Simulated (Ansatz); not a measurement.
A calculation with Ansatz (development build ahead of 0.2.0).

```yaml
crystal:
  periodic: [false, false, false]
  atoms:
    - { symbol: Li, position_ang: [0.0, 0.0, 0.0] }
    - { symbol: Al, position_ang: [1.23233, 1.64311, 3.55744] }
basis:
  gaussian: { orbitals: "6-31G" }
hamiltonian:
  xc: hf
correlation:
  method: fci
  frozen_orbitals: { Al: 5, Li: 0 }
```

The input is written out in the form of the current development build from the run's settings.

Output:

```
Converged    : yes
Total energy : -249.32982 hartree
State        : lowest singlet root, of any spatial symmetry
```
